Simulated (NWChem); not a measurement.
Species: CH4S cation, doublet; SMILES of the neutral closed-shell parent CS

```xyz
6

C      0.0191     1.1247     0.0000
S      0.0731    -0.6432     0.0000
H     -0.5335     1.4723     0.8947
H      1.0527     1.4961     0.0000
H     -0.5335     1.4723    -0.8947
H     -1.2692    -0.8978     0.0000
```
Atoms are numbered in this order, from 1.

Results from NWChem. Spin-unrestricted. Structure relaxed at the PBE0/def2-SVP, spin-unrestricted level. This spin state was assumed; another may lie lower. No stability test was run on the SCF state. Vertical excitations in the gas phase. Excited states of an open shell can be spin-contaminated.

Question: What does the run give for UHF/def2-SVP, CIS? Quantities: lowest excitation (eV); oscillator strength of that lowest state; lowest state with f > 0.02 (eV); oscillator strength of that bright state; lowest empty minus highest occupied level, either spin (eV).

Answer: 
```yaml
lowest excitation (eV): 3.11
oscillator_strength_of_that_lowest_state: 0.004
lowest state with f > 0.02 (eV): 8.08
oscillator_strength_of_that_bright_state: 0.042
lowest empty minus highest occupied level, either spin (eV): 12.61
```
